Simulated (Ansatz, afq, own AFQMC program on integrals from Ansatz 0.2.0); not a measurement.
**SiHO (doublet): quantum Monte Carlo beside coupled cluster at scale of all distances = 2.436, cc-pVDZ**

Aim: compute SiHO (doublet) with auxiliary-field quantum Monte Carlo on the same integrals as coupled cluster, and set the energies side by side.

Computed with Ansatz 0.2.0, Gaussian basis, and an in-house AFQMC program (afq) on its integrals; all values are calculated. Level: cc-pVDZ, frozen cores.

Plan: PBE (unrestricted); r2SCAN (unrestricted); PBE0 (unrestricted); B3LYP (unrestricted); wB97M-V (unrestricted); B2PLYP (unrestricted); CCSD(T) on UHF; CCSDT(Q) on UHF; Phaseless AFQMC, CISD trial on UHF; Phaseless AFQMC, single-determinant trial on UHF.

10 further runs of the same task are left out: 2 that didn't finish, 8 set aside as unsound or not needed.

### 1 The system

The geometry derives from a PBE0/def2-TZVP stationary point (not a proven minimum). All distances are scaled together.

3 atoms, charge 0, spin multiplicity 2.

Atoms are counted from 1 here; the program's logs count them from 0.

No contacts short enough for the rule that draws bonds.

Geometry (Å):

```xyz
3

Si    0.00000    0.07541    1.54017
O     0.00000   -0.24067   -2.46733
H     0.00000    1.71904   -3.75079
```

### 2 PBE (unrestricted)

Contents of in.yaml:

```yaml
crystal:
  periodic: [false, false, false]
  atoms:
    - {symbol: Si, position_ang: [0.000000, 0.075410, 1.540170]}
    - {symbol: O, position_ang: [0.000000, -0.240673, -2.467335]}
    - {symbol: H, position_ang: [0.000000, 1.719040, -3.750785]}
basis:
  gaussian: {orbitals: cc-pVDZ}
magnetization: {spin_polarized: true, initial_magnetization: 1}
hamiltonian: {xc: {name: PBE}}
output: {orbitals: {seedname: orbitals}}
```

On the command line:

```console
$ ansatz run in.yaml --threads 1 --pin off --events-out ev --progress --plain --max-ram 1382MiB
```

The log of the run (excerpt; [...] marks lines left out):

```text
Functional definition: PBE
  name "PBE"
  cite "Perdew, Burke & Ernzerhof, Phys. Rev. Lett. 77, 3865 (1996) doi:10.1103/PhysRevLett.77.3865"
  parent pbe
[...]
431 factors; their error is unknown
[...]
mean field -9924.48065176 eV, -364.7179368974 hartree, gradient 2.2e-6 eV, S^2 2.415958; 21 other end points of the search recorded, 0 dependent functions left out
reference -9924.48068856 eV, -364.7179382501 hartree; 12, 11 occupied and 25, 26 virtual orbitals, 431 factors
Total energy: -9924.48068856 eV, -364.7179382501 hartree
```

It took 26 s on 1 thread of Intel Xeon Platinum 8488C (Sapphire Rapids), shared host.

From the report: ⟨S²⟩ of the determinant 2.416 (pure doublet: 0.75). The determinant is far from a pure spin state, so its energy mixes those of several spin states (harmless only where they are near-degenerate, as at dissociation).

### 3 r2SCAN (unrestricted)

Edit in.yaml of step 2 so:

```diff
@@ -9,3 +9,2 @@
 magnetization: {spin_polarized: true, initial_magnetization: 1}
-hamiltonian: {xc: {name: PBE}}
-output: {orbitals: {seedname: orbitals}}
+hamiltonian: {xc: {name: r2SCAN}}
```

The command is unchanged.

The log of the run (excerpt; [...] marks lines left out):

```text
Functional definition: r2SCAN
  name "r2SCAN"
  cite "Furness, Kaplan, Ning, Perdew & Sun, J. Phys. Chem. Lett. 11, 8208 (2020) doi:10.1021/acs.jpclett.0c02405"
  cite "Furness, Kaplan, Ning, Perdew & Sun, J. Phys. Chem. Lett. 11, 9248 (2020) doi:10.1021/acs.jpclett.0c03077"
  parent r2scan
[...]
431 factors; their error is unknown
[...]
mean field -9928.98835799 eV, -364.8835920460 hartree, gradient 1.4e-6 eV, S^2 2.528938; 15 other end points of the search recorded, 0 dependent functions left out
reference -9928.98836993 eV, -364.8835924850 hartree; 12, 11 occupied and 25, 26 virtual orbitals, 431 factors
Total energy: -9928.98836993 eV, -364.8835924850 hartree
```

It took 38 s on 1 thread of Intel Xeon Platinum 8488C (Sapphire Rapids), shared host.

From the report: ⟨S²⟩ of the determinant 2.529 (pure doublet: 0.75). The determinant is far from a pure spin state, so its energy mixes those of several spin states (harmless only where they are near-degenerate, as at dissociation).

### 4 PBE0 (unrestricted)

Edit in.yaml of step 3 so:

```diff
@@ -9,2 +9,3 @@
 magnetization: {spin_polarized: true, initial_magnetization: 1}
-hamiltonian: {xc: {name: r2SCAN}}
+hamiltonian: {xc: {name: PBE0}}
+output: {orbitals: {seedname: orbitals}}
```

Same command.

The log of the run (excerpt; [...] marks lines left out):

```text
Functional definition: PBE0
  name "PBE0"
  cite "Adamo & Barone, J. Chem. Phys. 110, 6158 (1999) doi:10.1063/1.478522"
  cite "Perdew, Burke & Ernzerhof, Phys. Rev. Lett. 77, 3865 (1996) doi:10.1103/PhysRevLett.77.3865"
  parent pbe
[...]
360 factors; integrals over basis functions are off by at most 8.3e-4 eV
[...]
mean field -9925.33987158 eV, -364.7495126435 hartree, gradient 6.0e-6 eV, S^2 2.610967; 13 other end points of the search recorded, 0 dependent functions left out
reference -9925.33989948 eV, -364.7495136690 hartree; 12, 11 occupied and 25, 26 virtual orbitals, 360 factors
Total energy: -9925.33989948 eV, -364.7495136690 hartree
```

Run time: 13 s. Hardware: 1 thread of Intel Xeon Platinum 8488C (Sapphire Rapids), shared host.

From the report: ⟨S²⟩ of the determinant 2.611 (pure doublet: 0.75). The determinant is far from a pure spin state, so its energy mixes those of several spin states (harmless only where they are near-degenerate, as at dissociation).

### 5 B3LYP (unrestricted)

Edit in.yaml of step 4 so:

```diff
@@ -9,3 +9,2 @@
 magnetization: {spin_polarized: true, initial_magnetization: 1}
-hamiltonian: {xc: {name: PBE0}}
-output: {orbitals: {seedname: orbitals}}
+hamiltonian: {xc: {name: B3LYP}}
```

The command is unchanged.

The log of the run (excerpt; [...] marks lines left out):

```text
Functional definition: B3LYP
  name "B3LYP"
  cite "Stephens, Devlin, Chabalowski & Frisch, J. Phys. Chem. 98, 11623 (1994) doi:10.1021/j100096a001"
  cite "Becke, Phys. Rev. A 38, 3098 (1988) doi:10.1103/PhysRevA.38.3098"
  cite "Lee, Yang & Parr, Phys. Rev. B 37, 785 (1988) doi:10.1103/PhysRevB.37.785"
  cite "Vosko, Wilk & Nusair, Can. J. Phys. 58, 1200 (1980) doi:10.1139/p80-159"
[...]
360 factors; integrals over basis functions are off by at most 8.3e-4 eV
[...]
mean field -9931.36718078 eV, -364.9710121712 hartree, gradient 2.2e-6 eV, S^2 2.538464; 14 other end points of the search recorded, 0 dependent functions left out
reference -9931.36741137 eV, -364.9710206453 hartree; 12, 11 occupied and 25, 26 virtual orbitals, 360 factors
Total energy: -9931.36741137 eV, -364.9710206453 hartree
```

Wall time 13 s (1 thread of Intel Xeon Platinum 8488C (Sapphire Rapids), shared host).

From the report: ⟨S²⟩ of the determinant 2.538 (pure doublet: 0.75). The determinant is far from a pure spin state, so its energy mixes those of several spin states (harmless only where they are near-degenerate, as at dissociation).

### 6 wB97M-V (unrestricted)

Edit in.yaml of step 5 so:

```diff
@@ -9,2 +9,3 @@
 magnetization: {spin_polarized: true, initial_magnetization: 1}
-hamiltonian: {xc: {name: B3LYP}}
+hamiltonian: {xc: {name: wB97M-V}}
+output: {orbitals: {seedname: orbitals}}
```

Same command.

The log of the run (excerpt; [...] marks lines left out):

```text
Functional definition: wB97M-V
  name "wB97M-V"
  cite "Mardirossian & Head-Gordon, J. Chem. Phys. 144, 214110 (2016) doi:10.1063/1.4952647"
  cite "Becke, J. Chem. Phys. 107, 8554 (1997) doi:10.1063/1.475007"
  cite "Vydrov & Van Voorhis, J. Chem. Phys. 133, 244103 (2010) doi:10.1063/1.3521275"
  # Of w^i u^j: cxij and so on, Table III.
[...]
  gx(w, u) = 1 - cx + cx01*u + cx10*w
  gss(w, u) = css00 + css04*u^4 + css10*w + css20*w^2 + css43*w^4*u^3
  gos(w, u) = cos00 + cos10*w + (cos20 + cos21*u)*w^2 + (cos60 + cos61*u)*w^6
[...]
      + integral(e_c_pw_mod_opposite_spin*gos(b97_w_opposite, b97_u_opposite)) + vv10(b, c)
360 factors; integrals over basis functions are off by at most 8.3e-4 eV
108 factors; integrals over basis functions are off by at most 5.0e-5 eV
[...]
mean field -9929.40844215 eV, -364.8990298544 hartree, gradient 4.9e-6 eV, S^2 2.630494; 11 other end points of the search recorded, 0 dependent functions left out
reference -9929.40847583 eV, -364.8990310919 hartree; 12, 11 occupied and 25, 26 virtual orbitals, 360 factors
Total energy: -9929.40847583 eV, -364.8990310919 hartree
```

Run time: 34 s. Hardware: 1 thread of Intel Xeon Platinum 8488C (Sapphire Rapids), shared host.

From the report: ⟨S²⟩ of the determinant 2.630 (pure doublet: 0.75). The determinant is far from a pure spin state, so its energy mixes those of several spin states (harmless only where they are near-degenerate, as at dissociation).

### 7 B2PLYP (unrestricted)

Edit in.yaml of step 6 so:

```diff
@@ -9,3 +9,3 @@
 magnetization: {spin_polarized: true, initial_magnetization: 1}
-hamiltonian: {xc: {name: wB97M-V}}
-output: {orbitals: {seedname: orbitals}}
+hamiltonian: {xc: {name: B2PLYP}}
+correlation: {electrons: outside_noble_gas}
```

The command is unchanged.

The log of the run (excerpt; [...] marks lines left out):

```text
Functional definition: B2PLYP
  name "B2PLYP"
  cite "Grimme, J. Chem. Phys. 124, 034108 (2006) doi:10.1063/1.2148954"
  cite "Becke, Phys. Rev. A 38, 3098 (1988) doi:10.1103/PhysRevA.38.3098"
  cite "Lee, Yang & Parr, Phys. Rev. B 37, 785 (1988) doi:10.1103/PhysRevB.37.785"
[...]
360 factors; integrals over basis functions are off by at most 8.3e-4 eV
[...]
mean field -9924.47255829 eV, -364.7176394681 hartree, gradient 5.6e-10 eV, S^2 2.683556; 14 other end points of the search recorded, 0 dependent functions left out
6 core orbitals not correlated: weight in the atoms' cores, before any rotation towards them, 1.000 or more for the frozen orbitals, at most 0.000 for the correlated occupied ones
reference -9924.47270505 eV, -364.7176448614 hartree; 6, 5 occupied and 25, 26 virtual orbitals, 360 factors
second order -4.94076628 eV of doubles, -0.00000000 eV of singles
Total energy: -9925.80671195 eV, -364.7666687106 hartree
```

It took 13 s on 1 thread of Intel Xeon Platinum 8488C (Sapphire Rapids), shared host.

From the report: ⟨S²⟩ of the determinant 2.684 (pure doublet: 0.75). The determinant is far from a pure spin state, so its energy mixes those of several spin states (harmless only where they are near-degenerate, as at dissociation).

### 8 CCSD(T) on UHF

Edit in.yaml of step 7 so:

```diff
@@ -9,3 +9,2 @@
 magnetization: {spin_polarized: true, initial_magnetization: 1}
-hamiltonian: {xc: {name: B2PLYP}}
-correlation: {electrons: outside_noble_gas}
+correlation: {method: ccsd_t, electrons: outside_noble_gas, hamiltonian_folder: ham}
```

The command is unchanged.

The log of the run (excerpt; [...] marks lines left out):

```text
Functional definition: HF
  name "HF"
  cite "Fock, Z. Phys. 61, 126 (1930) doi:10.1007/BF01340294"
  parent pbe
[...]
360 factors; integrals over basis functions are off by at most 8.3e-4 eV
[...]
mean field -9908.83648641 eV, -364.1430244250 hartree, gradient 2.1e-7 eV, S^2 2.737502; 51 other end points of the search recorded, 0 dependent functions left out
determinant -9908.83648641 eV, -364.1430244250 hartree, with singles and doubles -9913.81261243 eV, -364.3258936832 hartree
determinant -9908.81541823 eV, -364.1422501837 hartree, with singles and doubles -9913.79367250 eV, -364.3251976537 hartree
determinant -9908.80975073 eV, -364.1420419070 hartree, with singles and doubles -9913.78818763 eV, -364.3249960886 hartree
determinant -9908.79784850 eV, -364.1416045081 hartree, with singles and doubles -9913.77242074 eV, -364.3244166660 hartree
[...]
determinant -9908.67363535 eV, -364.1370397588 hartree, with singles and doubles -9913.63731827 eV, -364.3194517417 hartree
determinant -9908.66698783 eV, -364.1367954669 hartree, with singles and doubles -9913.62677312 eV, -364.3190642146 hartree
determinant -9908.48428260 eV, -364.1300811738 hartree, with singles and doubles -9913.46628840 eV, -364.3131665099 hartree
determinant -9908.48399599 eV, -364.1300706411 hartree, with singles and doubles -9913.46593054 eV, -364.3131533586 hartree
6 core orbitals not correlated: weight in the atoms' cores, before any rotation towards them, 1.000 or more for the frozen orbitals, at most 0.000 for the correlated occupied ones
reference -9908.83648641 eV, -364.1430244250 hartree; 6, 5 occupied and 25, 26 virtual orbitals, 360 factors
second order -4.03578486 eV of doubles, -0.00000000 eV of singles
cycle   1  -4.98553093 eV  change    5.8e-7 eV  update   8.8e-6
perturbative correction -0.05818682 eV, -0.0021383263 hartree
Total energy: -9913.88020416 eV, -364.3283776336 hartree
```

Run time: 31 s. Hardware: 1 thread of Intel Xeon Platinum 8488C (Sapphire Rapids), shared host.

From the report: ⟨S²⟩ of the determinant 2.738 (pure doublet: 0.75); correlation -5.0437 eV; T1 0.012; largest double amplitude 0.11. The determinant is far from a pure spin state, so its energy mixes those of several spin states (harmless only where they are near-degenerate, as at dissociation).

This run also writes the integrals to the folder ham.

### 9 CCSDT(Q) on UHF

Edit in.yaml of step 8 so:

```diff
@@ -9,2 +9,2 @@
 magnetization: {spin_polarized: true, initial_magnetization: 1}
-correlation: {method: ccsd_t, electrons: outside_noble_gas, hamiltonian_folder: ham}
+correlation: {method: ccsdt_q, electrons: outside_noble_gas}
```

Launched as before.

The log of the run (excerpt; [...] marks lines left out):

```text
Functional definition: HF
  name "HF"
  cite "Fock, Z. Phys. 61, 126 (1930) doi:10.1007/BF01340294"
  parent pbe
[...]
588 factors; integrals over basis functions are off by at most 1.4e-7 eV
[...]
mean field -9908.83650853 eV, -364.1430252378 hartree, gradient 2.0e-7 eV, S^2 2.737502; 50 other end points of the search recorded, 0 dependent functions left out
determinant -9908.83650853 eV, -364.1430252378 hartree, with singles and doubles -9913.81264368 eV, -364.3258948316 hartree
determinant -9908.81544536 eV, -364.1422511807 hartree, with singles and doubles -9913.79370760 eV, -364.3251989436 hartree
determinant -9908.80977861 eV, -364.1420429315 hartree, with singles and doubles -9913.78822404 eV, -364.3249974266 hartree
determinant -9908.79787720 eV, -364.1416055628 hartree, with singles and doubles -9913.77245761 eV, -364.3244180209 hartree
[...]
determinant -9908.66702423 eV, -364.1367968046 hartree, with singles and doubles -9913.62683080 eV, -364.3190663341 hartree
determinant -9908.48430938 eV, -364.1300821577 hartree, with singles and doubles -9913.46632231 eV, -364.3131677562 hartree
determinant -9908.48402148 eV, -364.1300715777 hartree, with singles and doubles -9913.46596424 eV, -364.3131545974 hartree
6 core orbitals not correlated: weight in the atoms' cores, before any rotation towards them, 1.000 or more for the frozen orbitals, at most 0.000 for the correlated occupied ones
reference -9908.83650853 eV, -364.1430252378 hartree; 6, 5 occupied and 25, 26 virtual orbitals, 588 factors
second order -4.03579842 eV of doubles, -0.00000000 eV of singles
cycle   1  -4.71904593 eV  change   -6.8e-1 eV  update   6.4e-2
[...]
cycle 115  -5.11861780 eV  change   -3.2e-8 eV  update   1.3e-6
perturbative correction -0.01029215 eV, -0.0003782296 hartree
Total energy: -9913.96541848 eV, -364.3315092020 hartree
```

Wall time 72 s (1 thread of Intel Xeon Platinum 8488C (Sapphire Rapids), shared host); peak memory 0.27 GiB.

From the report: ⟨S²⟩ of the determinant 2.738 (pure doublet: 0.75); correlation -5.1289 eV; T1 0.033; largest double amplitude 0.40. The determinant is far from a pure spin state, so its energy mixes those of several spin states (harmless only where they are near-degenerate, as at dissociation).

### 10 Phaseless AFQMC, CISD trial on UHF

It reads the integrals that the CCSD(T) run on this determinant wrote.

On the command line:

```console
$ afq ham --method phaseless --trial cisd --walkers 60 --populations 1 --least-time 40 --time-step 0.005 --steps-per-block 50 --equilibration-blocks 40 --max-blocks 300 --target-error 0.0008 --factor-cut 1e-05 --start spin_pure --seed 2109 --release-times 0.24,0.51,0.99,1.62,2.4 --release-step 0.03 --release-every 4 --taylor-order 6
```

The log of the run:

```text
orbitals 31  electrons 6 5  factors 171 of 360
reference energy -364.14302443 Eh
CCSD correlation -0.18321462 Eh in 46 cycles, weight of the determinant in the CISD state 0.9035
energy of the start -364.310483 Eh
 block  time / (1/Eh)  mean weight  energy / Eh
     1     0.250  0.9993  -364.318082
     2     0.500  1.0018  -364.322586
     3     0.750  1.0049  -364.325589
     4     1.000  1.0001  -364.329135
     5     1.250  0.9981  -364.327960
     6     1.500  0.9988  -364.327676
     7     1.750  0.9999  -364.325088
     8     2.000  1.0011  -364.327651
     9     2.250  1.0000  -364.335159
    10     2.500  0.9973  -364.336094
    11     2.750  0.9998  -364.336824
    16     4.000  0.9986  -364.340619
    21     5.250  1.0002  -364.333464
    26     6.500  1.0003  -364.330336
    31     7.750  0.9997  -364.331907
    36     9.000  1.0006  -364.340526
    41    10.250  0.9990  -364.330768
    46    11.500  0.9976  -364.330359
    51    12.750  0.9991  -364.329609
    56    14.000  0.9980  -364.334381
    61    15.250  1.0006  -364.329284
    66    16.500  0.9984  -364.330079
    71    17.750  1.0002  -364.327289
    76    19.000  0.9997  -364.333464
    81    20.250  1.0015  -364.325218
    86    21.500  1.0026  -364.327289
    91    22.750  1.0008  -364.328047
    96    24.000  1.0030  -364.330501
   101    25.250  1.0033  -364.330350
   106    26.500  1.0012  -364.329860
   111    27.750  1.0005  -364.327842
   116    29.000  1.0025  -364.332447
   121    30.250  1.0012  -364.330058
   126    31.500  1.0024  -364.326654
   131    32.750  1.0029  -364.334367
   136    34.000  0.9986  -364.329694
   141    35.250  1.0025  -364.328254
   146    36.500  0.9986  -364.333429
   151    37.750  0.9847  -364.326556
   156    39.000  1.0016  -364.326211
   161    40.250  1.0015  -364.332486
   166    41.500  0.9977  -364.325635
   171    42.750  0.9990  -364.332971
   176    44.000  1.0009  -364.333619
   181    45.250  1.0038  -364.328596
   186    46.500  0.9995  -364.328966
   191    47.750  0.9991  -364.332521
   196    49.000  1.0003  -364.333480
blocks merged  error / Eh  count
     1  0.000262  160
     2  0.000291  80
     4  0.000290  40
     8  0.000350  20
    16  0.000464  10
released: time / (1/Eh)  energy / Eh  error  mean overlap
  0.24  -364.330345  0.000517  1.0091
  0.51  -364.331627  0.000697  0.9993
  0.99  -364.332130  0.000521  1.0043
  1.62  -364.332640  0.001084  0.9656
  2.40  -364.332649  0.001952  0.9734
energy -364.330651 +/- 0.000350 Eh
```

Run time: 3.1 min. Hardware: 1 thread of Intel Xeon Platinum 8488C (Sapphire Rapids), shared host.

Energy -9913.9421 ± 0.0095 eV. Caveats: constraint bias not in the error. The error still grows with block length (0.0079 to 0.0126 eV), so the bar may be too small.

### 11 Phaseless AFQMC, single-determinant trial on UHF

It reads the integrals that the CCSD(T) run on this determinant wrote.

On the command line:

```console
$ afq ham --method phaseless --trial hf --walkers 120 --populations 1 --least-time 40 --time-step 0.005 --steps-per-block 20 --equilibration-blocks 160 --max-blocks 600 --target-error 0.0024000000000000002 --factor-cut 1e-05 --start spin_pure --seed 9708 --taylor-order 6
```

The log of the run:

```text
orbitals 31  electrons 6 5  factors 171 of 360
reference energy -364.14302443 Eh
CCSD correlation -0.18321462 Eh in 46 cycles, weight of the determinant in the CISD state 0.9035
energy of the start -364.147528 Eh
 block  time / (1/Eh)  mean weight  energy / Eh
     1     0.100  1.0018  -364.196696
     2     0.200  1.0005  -364.238888
     3     0.300  1.0012  -364.257216
     4     0.400  1.0031  -364.276144
     5     0.500  1.0009  -364.295686
     6     0.600  1.0002  -364.303792
     7     0.700  1.0022  -364.316311
     8     0.800  1.0010  -364.327036
     9     0.900  0.9986  -364.314579
    10     1.000  1.0016  -364.304532
    15     1.500  1.0012  -364.340530
    29     2.900  0.9990  -364.339621
    43     4.300  0.9988  -364.331720
    57     5.700  0.9999  -364.310589
    71     7.100  0.9999  -364.338758
    85     8.500  0.9968  -364.349594
    99     9.900  0.9990  -364.306049
   113    11.300  1.0017  -364.334156
   127    12.700  1.0023  -364.345807
   141    14.100  0.9995  -364.326974
   155    15.500  0.9966  -364.335220
   169    16.900  1.0012  -364.335195
   183    18.300  1.0018  -364.330524
   197    19.700  1.0026  -364.322418
   211    21.100  1.0017  -364.315030
   225    22.500  1.0020  -364.334402
   239    23.900  1.0007  -364.335057
   253    25.300  0.9934  -364.346904
   267    26.700  0.9998  -364.320859
   281    28.100  1.0002  -364.312864
   295    29.500  0.9993  -364.313931
   309    30.900  0.9978  -364.362409
   323    32.300  1.0050  -364.359574
   337    33.700  1.0013  -364.326760
   351    35.100  1.0025  -364.323790
   365    36.500  1.0003  -364.318872
   379    37.900  1.0013  -364.344053
   393    39.300  0.9985  -364.348167
   407    40.700  1.0018  -364.349421
   421    42.100  0.9985  -364.359960
   435    43.500  0.9989  -364.326092
   449    44.900  1.0005  -364.334861
   463    46.300  0.9965  -364.304542
   477    47.700  0.9947  -364.324322
   491    49.100  1.0018  -364.328635
   505    50.500  0.9980  -364.333952
   519    51.900  1.0010  -364.333705
   533    53.300  1.0058  -364.333602
   547    54.700  1.0012  -364.325378
blocks merged  error / Eh  count
     1  0.000713  400
     2  0.000916  200
     4  0.001153  100
     8  0.001425  50
    16  0.001591  25
    32  0.001778  12
energy -364.327985 +/- 0.001591 Eh
```

Run time: 2.5 min. Hardware: 1 thread of Intel Xeon Platinum 8488C (Sapphire Rapids), shared host.

Energy -9913.8695 ± 0.0433 eV. Caveats: constraint bias not in the error.

### 12 All levels side by side

On the UHF determinant, counted from CCSDT(Q) (a yardstick, not exact):

| level | energy (eV) | from CCSDT(Q) (meV) | statistical error (meV) | time |
| --- | --- | --- | --- | --- |
| HF | -9908.8365 | +5128.9 |  |  |
| MP2 | -9912.8723 | +1093.1 |  |  |
| CCSD | -9913.8220 | +143.4 |  |  |
| CCSD(T) | -9913.8802 | +85.2 |  |  |
| CCSDT(Q) | -9913.9654 | 0.0 |  |  |
| Phaseless AFQMC, CISD trial, step 0.005, 60 walkers | -9913.9421 | +23.4 | 9.5 | 3.1 min |
| Phaseless AFQMC, single-determinant trial, step 0.005, 120 walkers | -9913.8695 | +95.9 | 43.3 | 2.5 min |

The functionals' totals stand on their own zeros and serve differences with other points: PBE -9924.481 eV; r2SCAN -9928.988 eV; PBE0 -9925.340 eV; B3LYP -9931.367 eV; wB97M-V -9929.408 eV; B2PLYP -9925.807 eV.

### 13 Results

| quantity | value |
| --- | --- |
| CCSD(T) on UHF from CCSDT(Q) | +85.2 meV |
| Phaseless AFQMC, CISD trial on UHF from CCSDT(Q) | +23.4 ± 9.5 meV |
| Phaseless AFQMC, single-determinant trial on UHF from CCSDT(Q) | +95.9 ± 43.3 meV |

In words: On UHF the phaseless walk with the CISD trial lies +23.4 meV from CCSDT(Q), within three error bars. Error bars are statistical and leave out the constraint, the time step and what remains of the start.
